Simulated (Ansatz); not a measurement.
**C3H5F: a ladder of functionals and wavefunction methods**

How much do the methods differ for C3H5F? The plan is to run it at one geometry with functionals of several rungs and with coupled cluster, and see how far each lands from CCSD(T) at the basis-set limit for the atomisation energy.

Program: Ansatz 0.2.0, Gaussian basis. Level of theory: functionals in def2-TZVPP, the program's frozen cores in correlated methods. These are calculated values, not measurements.

The runs, in order: LDA (SPW92), PBE-D4, revPBE-D4, BLYP-D4, r2SCAN-D4, B97M-V, PBE0-D4, B3LYP-D4, r2SCANh-D4, r2SCAN0-D4, HSE06-D4, BHLYP-D4, CAM-B3LYP-D4, LC-ωPBE, ωB97X-V, ωB97M-V, B2PLYP, PBE-QIDH; CCSD(T)/def2-SVP; CCSD(T)/def2-TZVPP; CCSD(T)/def2-QZVPP; extrapolation to the limit; RPA on PBE.

## Step 1: The relaxed structure

An earlier PBE0-D4 in a triple-zeta def2 set relaxation fixed the geometry.

9 atoms, charge 0, spin multiplicity 1.

Atoms are counted from 1 here; the program's logs count them from 0.

Bond lengths: C1–C2 1.323 Å, C1–H5 1.083 Å, C1–H6 1.083 Å, C2–C3 1.487 Å, C2–H7 1.088 Å, C3–F4 1.377 Å, C3–H8 1.097 Å, C3–H9 1.097 Å. Angles: C2–C1–H5 121.1°, C2–C1–H6 121.1°, H5–C1–H6 117.7°, C1–C2–C3 124.9°, C1–C2–H7 120.6°, C3–C2–H7 114.5°, C2–C3–F4 112.0°, C2–C3–H8 110.6°, C2–C3–H9 110.6°, F4–C3–H8 107.9°, F4–C3–H9 107.9°, H8–C3–H9 107.8°.

## Step 2: LDA

This LDA is Slater exchange with PW92 correlation.

File in.yaml:

```yaml
crystal:
  periodic: [false, false, false]
  atoms:
    - {symbol: C, position_ang: [-0.017847, 1.321977, 0.377186]}
    - {symbol: C, position_ang: [0.479023, 0.248282, -0.215246]}
    - {symbol: C, position_ang: [-0.151684, -1.097873, -0.202985]}
    - {symbol: F, position_ang: [-1.332169, -1.107927, 0.505323]}
    - {symbol: H, position_ang: [0.493899, 2.275170, 0.329404]}
    - {symbol: H, position_ang: [-0.950519, 1.277388, 0.926637]}
    - {symbol: H, position_ang: [1.416067, 0.302077, -0.765192]}
    - {symbol: H, position_ang: [-0.369386, -1.430672, -1.225357]}
    - {symbol: H, position_ang: [0.521116, -1.834621, 0.253029]}
basis:
  gaussian: {orbitals: def2-TZVPP}
hamiltonian: {xc: lda}
output: {orbitals: {seedname: orbitals}}
```

Command:

```sh
$ ansatz run in.yaml --threads 2 --pin off --events-out ev --progress --plain --max-ram 22528MiB --backend cpu
```

Further steps of the session: PBE-D4 (GGA); revPBE-D4 (GGA); BLYP-D4 (GGA); r2SCAN-D4 (meta-GGA); B97M-V (meta-GGA); B3LYP-D4 (hybrid); r2SCANh-D4 (hybrid); r2SCAN0-D4 (hybrid); HSE06-D4 (hybrid); BHLYP-D4 (hybrid); CAM-B3LYP-D4 (range-separated); LC-ωPBE (range-separated); ωB97X-V (range-separated); ωB97M-V (range-separated); B2PLYP (double hybrid); PBE-QIDH (double hybrid); CCSD(T) in def2-SVP; CCSD(T) in def2-TZVPP; CCSD(T) in def2-QZVPP; RPA on PBE orbitals.

**Question.** What will the summary of the whole plan be? Wanted: atomisation energy, CCSD(T)/CBS; farthest beyond LDA; mean size of error, GGA; mean size of error, meta-GGA; mean size of error, hybrid; mean size of error, range-separated; mean size of error, double hybrid; gap, smallest and largest; T1 diagnostic.

The runs gave:

| quantity | value |
| --- | --- |
| atomisation energy, CCSD(T)/CBS | 37.521 eV |
| functionals within 0.188 eV (0.5 %) | revPBE-D4, BLYP-D4, r2SCAN-D4, B97M-V, B3LYP-D4, r2SCANh-D4, LC-ωPBE, ωB97X-V, ωB97M-V, PBE-QIDH |
| farthest beyond LDA | PBE-D4 (+1.060 eV) |
| mean size of error, GGA | 0.422 eV |
| mean size of error, meta-GGA | 0.129 eV |
| mean size of error, hybrid | 0.385 eV |
| mean size of error, range-separated | 0.138 eV |
| mean size of error, double hybrid | 0.148 eV |
| gap, smallest and largest | 5.60 eV (LDA (SPW92)), 12.99 eV (LC-ωPBE) |
| T1 diagnostic | 0.0108 |
| triples share of the correlation energy | 3.6 % |

In words: LDA overbinds by 5.654 eV (15 %). PBE-D4 misses by +1.060 eV. Double hybrids carry the basis error of their MP2 part in triple zeta, and no dispersion term here, so their miss is partly the set-up's. The rungs meta-GGA, range-separated, double hybrid miss on average by less than the doubt on the reference (0.188 eV), so they tie. The reference freezes the cores and leaves out relativity and excitations past (T), so misses under about 0.188 eV can't be ranked. Hartree-Fock recovers 74 % of the binding; the rest is correlation. CCSD(T) in def2-SVP is off by -1.468 eV, so the small basis spoils what the method gains. Orbital gaps span 5.6 to 13.0 eV; exact exchange widens them.
